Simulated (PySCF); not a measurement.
Compound: C5H11N.
Structure used (GFN2-xTB), in Å, numbered top down from 1:
```
atom  x, y, z in Å
C1     2.0773   -0.0871    0.2753
N2     0.6530   -0.0351    0.4804
C3    -0.0689   -1.1448   -0.1148
C4    -1.5365   -0.7016   -0.0976
C5    -1.4740    0.8305    0.0453
C6     0.0168    1.1522   -0.0561
H7     2.3554   -0.0752   -0.7926
H8     2.5397    0.7698    0.7636
H9     2.4678   -0.9988    0.7258
H10    0.1061   -2.0533    0.4646
H11    0.2632   -1.3280   -1.1531
H12   -2.0467   -1.0041   -1.0110
H13   -2.0637   -1.1449    0.7453
H14   -2.0508    1.3436   -0.7225
H15   -1.8528    1.1350    1.0198
H16    0.3036    2.0285    0.5277
H17    0.3034    1.3254   -1.1100
```

Computed, not measured: PySCF 2.14.0, density-fitted response routines, TDDFT CAM-B3LYP/def2-SVPD, vertical, gas phase, core orbitals frozen in the response.

Q: What does the calculation give for the low-lying excited states?

A: 

```csv
state,E (eV),λ (nm),ν̃ (cm⁻¹),f,"main configurations (H = HOMO, L = LUMO)"
S1,6.06,204.4,48910,0.021,H→L (91%)
S2,6.85,181.0,55240,0.019,H→L+1 (91%)
S3,7.00,177.2,56450,0.0026,H→L+2 (88%)
S4,7.31,169.6,58960,0.106,H→L+3 (91%)
S5,7.78,159.4,62740,0.0083,"H→L+4 (58%), H→L+5 (16%), H→L+2 (9%)"
S6,7.90,157.0,63710,0.0043,"H→L+5 (64%), H→L+4 (19%)"
S7,7.97,155.6,64250,0.0006,H→L+6 (82%)
S8,8.24,150.5,66450,0.055,H→L+7 (85%)
```

Triplets (Tamm–Dancoff): T1 5.85 eV, H→L (90%); T2 6.76 eV, H→L+1 (88%); T3 6.92 eV, H→L+2 (87%).

The lowest singlet lies at 6.06 eV (204 nm, ultraviolet) and is weak; its leading configuration is HOMO→LUMO (91%). The most intense listed level is S4 at 7.31 eV (170 nm, f = 0.106), 1.25 eV above S1. Löwdin shares by element: HOMO nitrogen 57%, carbon 24% or more (atoms not listed hold the other 19%); LUMO carbon 42% or more (atoms not listed hold the other 58%). The listed states span 2.17 eV, and the widest gap between neighbours is 0.78 eV (S1 to S2). Of the 8 states listed, 4 reach f = 0.01 and none stays under 0.0005. Orbital energies (eV): HOMO-3 -11.07, HOMO-2 -10.83, HOMO-1 -10.39, HOMO -7.54, LUMO 1.45, LUMO+1 1.94, LUMO+2 2.18. Singlets were solved by full linear response, triplets in the Tamm–Dancoff approximation.

Time: 37 s of wall time. Hardware: Arm Neoverse V1, one thread, on a shared host.

One conformer stands for the species.
